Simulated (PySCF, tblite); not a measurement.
# C₄H₄S: tautomers, NMR shifts, electronic excitations, part 2 of 3

tblite 0.8.0 and PySCF 2.14.0. Atoms count from 0. Earlier steps stand in the parts before.

## 11. Harmonic vibrations (C₄H₄S, C#C/C=C\S): PBE0-D3(BJ)/def2-SVP

Job settings and geometry (Å):

```
{"job": {"xc": "PBE0", "basis": "def2-SVP", "d3": "d3bj", "grid": 2, "kind": "hessian"}, "charge": 0, "multiplicity": 1}
C      1.524931     0.174910     1.480896
C      0.999562     0.115556     0.385493
C      0.367536     0.042285    -0.880883
C     -0.964747    -0.110043    -1.050492
S     -2.185254    -0.243636     0.176408
H      2.003859     0.228192     2.440915
H      0.999022     0.113151    -1.771570
H     -1.376657    -0.158148    -2.062605
H     -1.339257    -0.146084     1.229372
```

What it wrote:

```text
coarse grid: 8448 points
cycle   1  E = -552.2848691729  dE =  5.753e-01  |g| = 2.869e-01  |ddm| = 3.386e+00
cycle   2  E = -552.2880980104  dE = -3.229e-03  |g| = 2.643e-01  |ddm| = 6.869e-01
cycle   3  E = -552.3068900584  dE = -1.879e-02  |g| = 9.301e-02  |ddm| = 3.813e-01
cycle   4  E = -552.3093632354  dE = -2.473e-03  |g| = 2.116e-02  |ddm| = 1.181e-01
cycle   5  E = -552.3094747301  dE = -1.115e-04  |g| = 5.909e-03  |ddm| = 2.707e-02
cycle   6  E = -552.3094843510  dE = -9.621e-06  |g| = 2.096e-03  |ddm| = 1.127e-02
final grid: 78072 points
cycle   7  E = -552.3700128880  dE = -3.789e-06  |g| = 9.113e-03  |ddm| = 2.494e-02
cycle   8  E = -552.3699636571  dE =  4.923e-05  |g| = 1.606e-02  |ddm| = 2.749e-02
cycle   9  E = -552.3700343348  dE = -7.068e-05  |g| = 3.123e-03  |ddm| = 1.786e-02
cycle  10  E = -552.3700369281  dE = -2.593e-06  |g| = 2.550e-04  |ddm| = 2.948e-03
cycle  11  E = -552.3700369467  dE = -1.856e-08  |g| = 7.397e-05  |ddm| = 4.128e-04
cycle  12  E = -552.3700369479  dE = -1.202e-09  |g| = 2.282e-05  |ddm| = 8.595e-05
cycle  13  E = -552.3700369480  dE = -1.053e-10  |g| = 1.297e-05  |ddm| = 3.727e-05
cycle  14  E = -552.3700369480  dE = -4.661e-11  |g| = 1.359e-06  |ddm| = 1.610e-05
converged SCF energy = -552.3700369480

mode    cm-1
  1     130.5
  2     254.3
  3     348.9
  4     360.8
  5     538.9
  6     642.5
  7     655.8
  8     709.5
  9     722.0
 10     747.2
 11     949.4
 12     956.9
 13    1019.6
 14    1204.5
 15    1363.7
 16    1653.6
 17    2216.8
 18    2681.7
 19    3197.7
 20    3225.3
 21    3489.4
ZPE 161.908  H(298)-E 179.163  G(298)-E 85.605 kJ/mol  S 313.80 J/(mol K)
```

It took 4 min on 1 thread of Intel Xeon at 2.50GHz, shared host; peak memory 1.5 GiB.

Zero-point energy 161.91 kJ/mol (xTB gave 154.16).

## 12. Single point (C4H4S, C#C/C=C\S): M06-2X/def2-TZVP

Geometry: PBE0-D3(BJ)/def2-SVP.

The job, as its differences from that of step 11:

```diff
@@ -1,2 +1,2 @@
-{"job": {"xc": "PBE0", "basis": "def2-SVP", "d3": "d3bj", "grid": 2, "kind": "hessian"}, "charge": 0, "multiplicity": 1}
+{"job": {"kind": "sp", "xc": "M06-2X", "basis": "def2-TZVP", "grid": 3}, "charge": 0, "multiplicity": 1}
 C      1.524931     0.174910     1.480896
```

What it wrote:

```text
coarse grid: 36928 points
cycle   1  E = -552.8887349486  dE =  7.701e-01  |g| = 3.035e-01  |ddm| = 3.056e+00
cycle   2  E = -552.9041891375  dE = -1.545e-02  |g| = 2.074e-01  |ddm| = 5.903e-01
cycle   3  E = -552.9137837360  dE = -9.595e-03  |g| = 8.293e-02  |ddm| = 2.298e-01
cycle   4  E = -552.9154886960  dE = -1.705e-03  |g| = 2.842e-02  |ddm| = 8.042e-02
cycle   5  E = -552.9156826439  dE = -1.939e-04  |g| = 8.466e-03  |ddm| = 3.080e-02
cycle   6  E = -552.9156962581  dE = -1.361e-05  |g| = 4.245e-03  |ddm| = 9.819e-03
cycle   7  E = -552.9157007452  dE = -4.487e-06  |g| = 8.840e-04  |ddm| = 3.546e-03
final grid: 114584 points
cycle   8  E = -552.9159174733  dE = -8.090e-06  |g| = 1.987e-03  |ddm| = 2.863e-02
cycle   9  E = -552.9159171547  dE =  3.186e-07  |g| = 2.175e-03  |ddm| = 3.494e-03
cycle  10  E = -552.9159181812  dE = -1.027e-06  |g| = 6.544e-04  |ddm| = 1.661e-03
cycle  11  E = -552.9159182807  dE = -9.950e-08  |g| = 1.165e-04  |ddm| = 5.042e-04
cycle  12  E = -552.9159182847  dE = -3.993e-09  |g| = 4.064e-05  |ddm| = 1.866e-04
converged SCF energy = -552.9159182847
```

It took 39 s on 1 thread of Intel Xeon at 2.50GHz, shared host; peak memory 0.63 GiB.

## 13. Single point (C4H4S, C#C/C=C\S): M06-2X/def2-TZVP in cyclohexane

Geometry: PBE0-D3(BJ)/def2-SVP.

The job, as its differences from that of step 12:

```diff
@@ -1,2 +1,2 @@
-{"job": {"kind": "sp", "xc": "M06-2X", "basis": "def2-TZVP", "grid": 3}, "charge": 0, "multiplicity": 1}
+{"job": {"kind": "sp", "xc": "M06-2X", "basis": "def2-TZVP", "grid": 3, "solvent": "cyclohexane"}, "charge": 0, "multiplicity": 1}
 C      1.524931     0.174910     1.480896
```

What it wrote:

```text
final grid: 114584 points
cycle   1  E = -552.9186709709  dE = -1.001e-04  |g| = 6.519e-03  |ddm| = 8.541e-02
cycle   2  E = -552.9186681319  dE =  2.839e-06  |g| = 8.182e-03  |ddm| = 1.752e-02
cycle   3  E = -552.9186841000  dE = -1.597e-05  |g| = 1.547e-03  |ddm| = 6.075e-03
cycle   4  E = -552.9186846670  dE = -5.670e-07  |g| = 4.153e-04  |ddm| = 1.807e-03
cycle   5  E = -552.9186847135  dE = -4.648e-08  |g| = 1.926e-04  |ddm| = 1.075e-03
cycle   6  E = -552.9186847233  dE = -9.786e-09  |g| = 4.985e-05  |ddm| = 2.477e-04
converged SCF energy = -552.9186847233
```

Run time: 33 s. Hardware: 1 thread of Intel Xeon at 2.50GHz, shared host; peak memory 0.63 GiB.

## 14. Tautomers: M06-2X/def2-TZVP

This step combines the energies above: geometries from PBE0-D3(BJ)/def2-SVP, zero-point and thermal terms from PBE0-D3(BJ)/def2-SVP.

Job settings and geometry (Å):

```
{"job": {"kind": "ta", "tautomers": ["C#CC=CS"], "geom": {"xc": "PBE0", "basis": "def2-SVP", "d3": "d3bj", "grid": 1}, "hess": 1, "level": {"xc": "M06-2X", "basis": "def2-TZVP", "grid": 3, "solvents": ["cyclohexane"]}}, "charge": 0, "multiplicity": 1}
C      2.080055     0.724929     0.036542
C      1.057761     0.077067     0.022091
C     -0.193748    -0.669536    -0.005215
C     -1.392517     0.211893    -0.230081
S     -2.629522    -0.135446    -1.202406
H      2.992769     1.291548     0.048231
H     -0.334489    -1.171464     0.972386
H     -0.172005    -1.465172    -0.766510
H     -1.381736     1.147829     0.353356
```

Output (the driver's rows laid out field by field):

```text
tautomers, M06-2X/def2-TZVP // PBE0-D3(BJ)/def2-SVP

row 1
  formula                 C4H4S
  charge                  0
  multiplicity            1
  smiles                  C#CCC=S
  kept                    yes
  pieces                  1
  point_group             C1
  electronic              0.0
  enthalpy                0.0
  free_energy             0.0
  solution                cyclohexane 0.0
  share_gas               3.219e-06
  share_solution          cyclohexane 4.167e-06

row 2
  formula                 C4H4S
  charge                  0
  multiplicity            1
  smiles                  C#C/C=C\S
  kept                    yes
  pieces                  1
  point_group             Cs
  electronic              -26.5
  enthalpy                -31.98
  free_energy             -31.35
  solution                cyclohexane -30.71
  share_gas               1.0
  share_solution          cyclohexane 1.0
```

Wall time 12 min (1 thread of Intel Xeon at 2.50GHz, shared host); peak memory 0.63 GiB.

Energies above the first form (kJ/mol, gas phase, 298 K for the thermal columns):

```
   no.   tautomer  electronic  enthalpy  free energy
form 0    C#CCC=S         0.0       0.0          0.0
form 1  C#C/C=C\S       -26.5     -32.0        -31.4
```

Free energies in a continuum (kJ/mol, same sign): cyclohexane: form 0 0.0, form 1 -30.7.

Shares at 298 K in the gas phase: 0: 0 %, 1: 100 %.

## 15. NMR shifts (C₄H₄S, C#C/C=C\S): GIAO PBE0/pcSseg-1

Job settings and geometry (Å):

```
{"job": {"kind": "nmr", "xc": "PBE0", "basis": "pcSseg-1", "pop": false}, "charge": 0, "multiplicity": 1}
C      1.524931     0.174910     1.480896
C      0.999562     0.115556     0.385493
C      0.367536     0.042285    -0.880883
C     -0.964747    -0.110043    -1.050492
S     -2.185254    -0.243636     0.176408
H      2.003859     0.228192     2.440915
H      0.999022     0.113151    -1.771570
H     -1.376657    -0.158148    -2.062605
H     -1.339257    -0.146084     1.229372
```

Method: GIAO PBE0/pcSseg-1 NMR shielding, non-relativistic, gas phase.

What it wrote:

```text
coarse grid: 8448 points
cycle   1  E = -552.5028172811  dE =  6.201e-01  |g| = 3.065e-01  |ddm| = 3.033e+00
cycle   2  E = -552.5056016493  dE = -2.784e-03  |g| = 2.875e-01  |ddm| = 7.281e-01
cycle   3  E = -552.5272074734  dE = -2.161e-02  |g| = 9.332e-02  |ddm| = 3.701e-01
cycle   4  E = -552.5296103731  dE = -2.403e-03  |g| = 2.544e-02  |ddm| = 1.083e-01
cycle   5  E = -552.5297658386  dE = -1.555e-04  |g| = 5.722e-03  |ddm| = 2.612e-02
cycle   6  E = -552.5297749364  dE = -9.098e-06  |g| = 1.705e-03  |ddm| = 9.800e-03
final grid: 78072 points
cycle   7  E = -552.5635675551  dE = -1.184e-05  |g| = 8.123e-03  |ddm| = 3.548e-02
cycle   8  E = -552.5635508764  dE =  1.668e-05  |g| = 1.111e-02  |ddm| = 2.081e-02
cycle   9  E = -552.5635836221  dE = -3.275e-05  |g| = 2.339e-03  |ddm| = 1.327e-02
cycle  10  E = -552.5635850205  dE = -1.398e-06  |g| = 3.153e-04  |ddm| = 1.768e-03
cycle  11  E = -552.5635850458  dE = -2.535e-08  |g| = 8.514e-05  |ddm| = 3.959e-04
cycle  12  E = -552.5635850475  dE = -1.643e-09  |g| = 1.946e-05  |ddm| = 8.194e-05
cycle  13  E = -552.5635850475  dE = -8.458e-11  |g| = 8.819e-06  |ddm| = 2.959e-05
converged SCF energy = -552.5635850475

GIAO shielding tensors (ppm)
atom      isotropic    diamagn.    paramagn.     s11        s22        s33       span
  0 C       87.451     258.271    -170.820     24.716     52.269    185.367    160.651
  1 C      103.202     256.598    -153.396     -0.519     13.647    296.479    296.998
  2 C       76.860     256.022    -179.162    -20.588     99.223    151.945    172.533
  3 C       37.842     258.631    -220.789    -85.509     43.168    155.867    241.376
  4 S      510.420    1055.287    -544.867    250.218    565.551    715.492    465.275
  5 H       27.601      32.494      -4.893     23.935     24.518     34.350     10.415
  6 H       25.793      28.841      -3.049     22.058     26.078     29.242      7.183
  7 H       24.977      29.452      -4.475     22.583     25.070     27.278      4.695
  8 H       26.153      28.839      -2.686     19.429     26.913     32.119     12.689
```

It took 17 s on 1 thread of Intel Xeon at 2.50GHz, shared host; peak memory 0.54 GiB.

Shifts follow as δ = σ(reference) − σ, with reference shieldings (ppm) from runs at the same level and on the same kind of geometry: ¹H TMS 31.27, ¹³C TMS 184.4, ³³S CS2 496. The references are single molecules in the gas phase.

```
atoms                           environment  σ (ppm)  δ (ppm)  δ scaled to CDCl3
   C3                             alkene CH     37.8    146.6              138.2
   C2                             alkene CH     76.9    107.5              103.9
   C0                terminal alkyne carbon     87.5     97.0               93.6
   C1                         alkyne carbon    103.2     81.2               78.3
   H7              hydrogen on an alkene CH    24.98     6.29               6.18
   H6              hydrogen on an alkene CH    25.79     5.47               5.40
   H8            hydrogen on a thiol sulfur    26.15     5.11                  –
   H5  hydrogen on a terminal alkyne carbon    27.60     3.67               3.69
   S4                          thiol sulfur      510      -15                  –
```

The scaled column applies a straight-line fit of computed shieldings to shifts measured in CDCl3, with any fitted terms for Cl, Br or S neighbours (root-mean-square error 0.21 ppm for H, 2.0 ppm for C).

## 16. NMR shifts: GIAO PBE0/pcSseg-1

Job settings and geometry (Å):

```
{"job": {"kind": "nmr", "xc": "PBE0", "basis": "pcSseg-1", "pop": false}, "charge": 0, "multiplicity": 1}
C      2.080055     0.724929     0.036542
C      1.057761     0.077067     0.022091
C     -0.193748    -0.669536    -0.005215
C     -1.392517     0.211893    -0.230081
S     -2.629522    -0.135446    -1.202406
H      2.992769     1.291548     0.048231
H     -0.334489    -1.171464     0.972386
H     -0.172005    -1.465172    -0.766510
H     -1.381736     1.147829     0.353356
```

With the program's defaults for keys left out, this is: GIAO PBE0/pcSseg-1 NMR shielding, non-relativistic, gas phase.

What it wrote:

```text
coarse grid: 8448 points
cycle   1  E = -552.4801835267  dE =  5.857e-01  |g| = 3.632e-01  |ddm| = 2.992e+00
cycle   2  E = -552.4306354606  dE =  4.955e-02  |g| = 5.703e-01  |ddm| = 1.084e+00
cycle   3  E = -552.5126548430  dE = -8.202e-02  |g| = 1.547e-01  |ddm| = 6.830e-01
cycle   4  E = -552.5188292338  dE = -6.174e-03  |g| = 4.186e-02  |ddm| = 1.712e-01
cycle   5  E = -552.5191407946  dE = -3.116e-04  |g| = 2.321e-02  |ddm| = 3.969e-02
cycle   6  E = -552.5192724934  dE = -1.317e-04  |g| = 3.324e-03  |ddm| = 2.043e-02
cycle   7  E = -552.5192756037  dE = -3.110e-06  |g| = 9.896e-04  |ddm| = 4.571e-03
final grid: 78072 points
cycle   8  E = -552.5533511521  dE = -8.191e-06  |g| = 8.626e-03  |ddm| = 3.267e-02
cycle   9  E = -552.5532901362  dE =  6.102e-05  |g| = 1.701e-02  |ddm| = 2.605e-02
cycle  10  E = -552.5533701408  dE = -8.000e-05  |g| = 2.085e-03  |ddm| = 1.876e-02
cycle  11  E = -552.5533712117  dE = -1.071e-06  |g| = 5.736e-04  |ddm| = 1.879e-03
cycle  12  E = -552.5533712914  dE = -7.973e-08  |g| = 1.368e-04  |ddm| = 4.753e-04
cycle  13  E = -552.5533712959  dE = -4.464e-09  |g| = 2.567e-05  |ddm| = 1.315e-04
cycle  14  E = -552.5533712961  dE = -2.021e-10  |g| = 5.867e-06  |ddm| = 4.524e-05
converged SCF energy = -552.5533712961

GIAO shielding tensors (ppm)
atom      isotropic    diamagn.    paramagn.     s11        s22        s33       span
  0 C      102.968     257.245    -154.277     30.869     36.380    241.656    210.788
  1 C      104.740     263.995    -159.254      7.061     12.605    294.556    287.494
  2 C      138.962     246.247    -107.285    118.059    129.825    169.003     50.945
  3 C      -75.809     254.860    -330.669   -242.218   -119.986    134.776    376.993
  4 S     -608.132    1055.011   -1663.143  -2069.996   -434.863    680.461   2750.457
  5 H       28.903      32.453      -3.550     24.237     24.467     38.005     13.768
  6 H       27.564      27.089       0.474     23.615     27.247     31.830      8.214
  7 H       27.602      27.559       0.043     23.915     27.733     31.159      7.244
  8 H       20.348      28.624      -8.276     15.569     20.580     24.894      9.325
```

Run time: 15 s. Hardware: 1 thread of Intel Xeon at 2.50GHz, shared host; peak memory 0.53 GiB.

## 17. Electronic excitations (C4H4S, C#C/C=C\S): TDDFT CAM-B3LYP/def2-SVPD

Job settings and geometry (Å):

```
{"job": {"kind": "uv", "xc": "CAM-B3LYP", "basis": "def2-SVPD", "nstates": 6, "ntriplets": 0}, "charge": 0, "multiplicity": 1}
C      1.524931     0.174910     1.480896
C      0.999562     0.115556     0.385493
C      0.367536     0.042285    -0.880883
C     -0.964747    -0.110043    -1.050492
S     -2.185254    -0.243636     0.176408
H      2.003859     0.228192     2.440915
H      0.999022     0.113151    -1.771570
H     -1.376657    -0.158148    -2.062605
H     -1.339257    -0.146084     1.229372
```

Method: TDDFT CAM-B3LYP/def2-SVPD, vertical, gas phase, core orbitals frozen in the response.

What it wrote:

```text
coarse grid: 8448 points
cycle   1  E = -552.5244190384  dE =  6.491e-01  |g| = 2.723e-01  |ddm| = 8.030e+00
cycle   2  E = -552.5387152463  dE = -1.430e-02  |g| = 1.990e-01  |ddm| = 1.505e+00
cycle   3  E = -552.5483578339  dE = -9.643e-03  |g| = 6.813e-02  |ddm| = 5.014e-01
cycle   4  E = -552.5495559982  dE = -1.198e-03  |g| = 2.300e-02  |ddm| = 1.448e-01
cycle   5  E = -552.5496902872  dE = -1.343e-04  |g| = 8.326e-03  |ddm| = 8.732e-02
cycle   6  E = -552.5497059517  dE = -1.566e-05  |g| = 3.084e-03  |ddm| = 1.931e-02
cycle   7  E = -552.5497086378  dE = -2.686e-06  |g| = 7.170e-04  |ddm| = 7.475e-03
final grid: 78072 points
cycle   8  E = -552.6197239726  dE = -1.592e-05  |g| = 1.701e-03  |ddm| = 7.762e-02
cycle   9  E = -552.6197242924  dE = -3.198e-07  |g| = 1.434e-03  |ddm| = 7.975e-03
cycle  10  E = -552.6197248391  dE = -5.467e-07  |g| = 2.104e-04  |ddm| = 2.807e-03
cycle  11  E = -552.6197248467  dE = -7.604e-09  |g| = 1.394e-04  |ddm| = 5.458e-04
cycle  12  E = -552.6197248515  dE = -4.797e-09  |g| = 4.016e-05  |ddm| = 2.525e-04
cycle  13  E = -552.6197248520  dE = -4.404e-10  |g| = 1.041e-05  |ddm| = 7.441e-05
converged SCF energy = -552.6197248520

Static polarisability (au): isotropic 71.226, principal 46.025 68.758 98.896

Singlet excitations
state   eV       nm        f      main configurations
  1   4.9479    250.6   0.29933   H->L 0.94
  2   5.3508    231.7   0.00056   H->L+1 0.71, H->L+5 0.09
  3   5.5839    222.0   0.00074   H-1->L 0.86
  4   5.7934    214.0   0.01322   H->L+2 0.38, H->L+3 0.34
  5   6.0737    204.1   0.01525   H->L+2 0.48, H->L+3 0.29
  6   6.4594    191.9   0.03428   H-2->L 0.70, H-1->L+5 0.09
```

It took 28 s on 1 thread of Intel Xeon at 2.50GHz, shared host; peak memory 0.61 GiB.

Frontier orbitals and where they lie:

```
orbital      eV                      atoms
 HOMO−3  -11.53   S4 65 %, C3 12 %, C2 9 %
 HOMO−2   -9.90  S4 32 %, C1 24 %, C0 22 %
 HOMO−1   -9.61   C0 42 %, C1 40 %, C2 6 %
   HOMO   -7.68  S4 33 %, C2 20 %, C3 17 %
   LUMO   -0.03  C3 29 %, C2 19 %, C0 16 %
 LUMO+1    1.05   S4 44 %, C0 12 %, C2 9 %
 LUMO+2    1.19  S4 58 %, C0 13 %, H8 12 %
```

With each of the 6 states as a Gaussian band of 0.4 eV half-width at 1/e, the curve within the window shown has maxima at 250 nm (ε 12,000), 195 nm (ε 1,700) L/(mol cm). Beyond the last state computed it falls off for lack of states. The curve at chosen wavelengths:

```
 nm  ε (L/mol/cm)
183           825
187          1299
191          1638
195          1750
199          1682
203          1534
207          1370
211          1226
215          1160
219          1292
223          1799
227          2845
231          4482
236          7129
240          9298
244         11041
248         12005
252         12034
256         11200
260          9743
264          7969
268          6164
272          4532
276          3181
280          2142
284          1389
```

Ground-state properties from the same run:

```
           property  computed
  dipole moment (D)      0.43
polarisability (Å³)     10.55
 HOMO–LUMO gap (eV)      7.64
      −ε(HOMO) (eV)      7.68
```

## 18. Electronic excitations: TDDFT CAM-B3LYP/def2-SVPD

Job settings and geometry (Å):

```
{"job": {"kind": "uv", "xc": "CAM-B3LYP", "basis": "def2-SVPD", "nstates": 6, "ntriplets": 0}, "charge": 0, "multiplicity": 1}
C      2.080055     0.724929     0.036542
C      1.057761     0.077067     0.022091
C     -0.193748    -0.669536    -0.005215
C     -1.392517     0.211893    -0.230081
S     -2.629522    -0.135446    -1.202406
H      2.992769     1.291548     0.048231
H     -0.334489    -1.171464     0.972386
H     -0.172005    -1.465172    -0.766510
H     -1.381736     1.147829     0.353356
```

Level: TDDFT CAM-B3LYP/def2-SVPD, vertical, gas phase, core orbitals frozen in the response.

What it wrote:

```text
coarse grid: 8448 points
cycle   1  E = -552.4847821300  dE =  6.293e-01  |g| = 4.070e-01  |ddm| = 7.185e+00
cycle   2  E = -552.4424021874  dE =  4.238e-02  |g| = 6.074e-01  |ddm| = 2.043e+00
cycle   3  E = -552.5387905325  dE = -9.639e-02  |g| = 6.609e-02  |ddm| = 9.206e-01
cycle   4  E = -552.5396782336  dE = -8.877e-04  |g| = 4.197e-02  |ddm| = 1.686e-01
cycle   5  E = -552.5400804265  dE = -4.022e-04  |g| = 1.611e-02  |ddm| = 1.098e-01
cycle   6  E = -552.5401460425  dE = -6.562e-05  |g| = 2.676e-03  |ddm| = 3.402e-02
cycle   7  E = -552.5401493203  dE = -3.278e-06  |g| = 1.114e-03  |ddm| = 1.143e-02
final grid: 78072 points
cycle   8  E = -552.6104340980  dE = -1.709e-05  |g| = 2.430e-03  |ddm| = 5.665e-02
cycle   9  E = -552.6104328697  dE =  1.228e-06  |g| = 3.345e-03  |ddm| = 8.876e-03
cycle  10  E = -552.6104358592  dE = -2.989e-06  |g| = 3.963e-04  |ddm| = 4.700e-03
cycle  11  E = -552.6104358964  dE = -3.721e-08  |g| = 2.031e-04  |ddm| = 1.041e-03
cycle  12  E = -552.6104359059  dE = -9.478e-09  |g| = 9.875e-05  |ddm| = 3.619e-04
cycle  13  E = -552.6104359084  dE = -2.573e-09  |g| = 1.832e-05  |ddm| = 1.747e-04
cycle  14  E = -552.6104359086  dE = -1.982e-10  |g| = 6.153e-06  |ddm| = 6.326e-05
converged SCF energy = -552.6104359086

Static polarisability (au): isotropic 68.362, principal 51.027 55.285 98.773

Singlet excitations
state   eV       nm        f      main configurations
  1   2.4355    509.1   0.00003   H->L 0.98
  2   5.4275    228.4   0.03931   H-1->L 0.91
  3   5.5450    223.6   0.03606   H-2->L 0.90
  4   6.1716    200.9   0.18152   H-3->L 0.80, H->L+1 0.09
  5   6.3720    194.6   0.08084   H->L+1 0.68, H-3->L 0.10, H->L+5 0.09
  6   6.5583    189.0   0.00431   H-1->L+2 0.21, H-2->L+2 0.15, H-2->L+3 0.13
```

Wall time 28 s (1 thread of Intel Xeon at 2.50GHz, shared host); peak memory 0.61 GiB.

## 19. Spectra of the species

The job, as its differences from that of step 18:

```diff
@@ -1,2 +1,2 @@
-{"job": {"kind": "uv", "xc": "CAM-B3LYP", "basis": "def2-SVPD", "nstates": 6, "ntriplets": 0}, "charge": 0, "multiplicity": 1}
+{"job": {"kind": "ta", "tautomers": ["C#CC=CS"], "geom": {"xc": "PBE0", "basis": "def2-SVP", "d3": "d3bj", "grid": 1}, "hess": 1, "level": {"xc": "M06-2X", "basis": "def2-TZVP", "grid": 3, "solvents": ["cyclohexane"]}, "spectra": true}, "charge": 0, "multiplicity": 1}
 C      2.080055     0.724929     0.036542
```

What it wrote:

```text
nmr C#C/C=C\S +0: GIAO PBE0/pcSseg-1 NMR shielding, non-relativistic, gas phase
nmr C#CCC=S +0: GIAO PBE0/pcSseg-1 NMR shielding, non-relativistic, gas phase
uv C#C/C=C\S +0: TDDFT CAM-B3LYP/def2-SVPD, vertical, gas phase, core orbitals frozen in the response
uv C#CCC=S +0: TDDFT CAM-B3LYP/def2-SVPD, vertical, gas phase, core orbitals frozen in the response
```

It took 88 s on 1 thread of Intel Xeon at 2.50GHz, shared host; peak memory 0.61 GiB.

This step only lists the spectra that were run on the species above.

[end of part 2 of 3]
